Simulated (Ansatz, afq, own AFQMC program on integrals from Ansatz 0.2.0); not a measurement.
**Where AFQMC and coupled cluster stand for CH$_{4}$BrClOSn, singlet**

```yaml
atoms:
  - { symbol: C, position_ang: [-1.4746, -0.2534, 0.1511] }
  - { symbol: O, position_ang: [-0.2998, -0.9324, -0.2130] }
  - { symbol: Sn, position_ang: [1.4608, -0.0629, -0.2214] }
  - { symbol: Cl, position_ang: [1.8602, 0.7520, 1.9380] }
  - { symbol: Br, position_ang: [1.3705, 1.9038, -1.7308] }
  - { symbol: H, position_ang: [-1.6915, 0.6043, -0.5123] }
  - { symbol: H, position_ang: [-1.4444, 0.1153, 1.1928] }
  - { symbol: H, position_ang: [-2.3135, -0.9630, 0.0682] }
  - { symbol: H, position_ang: [2.6206, -1.2101, -0.6898] }
```

Basis def2-SVP with its core potentials. Only valence electrons are correlated. Integrals, coupled cluster, full CI and functionals: Ansatz 0.2.0; the random walks run on the same integrals in our own AFQMC program. ph-AFQMC/CISD is guided by a CISD state made of CCSD amplitudes; releasing the constraint for a short imaginary time cuts its bias at the price of noise, slowly where states lie close. Uncertainties: one standard error, sampling alone. No spin–orbit coupling.

Determinant: RHF, the one that the program's search chose, which needn't be the lowest solution. The geometry is a PBE0/def2-SVP stationary point of this or a neighbouring charge and spin state.

No full CI on the walks' own integrals is used here. The released AFQMC energy serves as the reference, which it does only where one determinant dominates, the energy is flat over the last release times and near the phaseless one (40 meV or 2 meV an electron, half that with transition metals). On small molecules, where full CI could be run and the noise was under 10 meV, such values lay within 10 meV of it in 19 cases of 20, a flattering rate, since the rule was set on those same cases; what remains of the bias isn't in the error bar.

Cautions: no spin-orbit coupling; no relativity below Rb; inner d shell frozen; the released value is read at 0.90 1/Eh with a noise of 13 meV, more than in the cases checked (meV from the phaseless value at times in 1/Eh: -19 ± 10 at 0.21, -15 ± 13 at 0.42, -13 ± 14 at 0.63, 0 ± 13 at 0.90).

* T1 diagnostic: 0.0118
* weight of the determinant in the CISD state: 0.775
* size of the correlated space: 32 electrons in 94 orbitals

```json
{"level": "MP2", "correlation energy (eV)": "-17.9799"}
{"level": "CCSD", "correlation energy (eV)": "-19.2925"}
{"level": "CCSD(T)", "correlation energy (eV)": "-19.7735"}
```

(1) Estimate where AFQMC with the constraint released lies against CCSD(T) on the same integrals.

(1) 7.0 ± 1.2 kJ/mol below CCSD(T).

Reference: AFQMC with the constraint released, correlation energy -19.846 ± 0.013 eV.

```csv
level,E − E(reference) (kJ/mol),share of correlation (%)
CCSD(T),7.0 ± 1.2,99.64
ph-AFQMC/CISD,0.0 ± 1.4,100.00
```

Released energies are given only where the last usable release times agree within the noise; a slower fall can still hide under it.
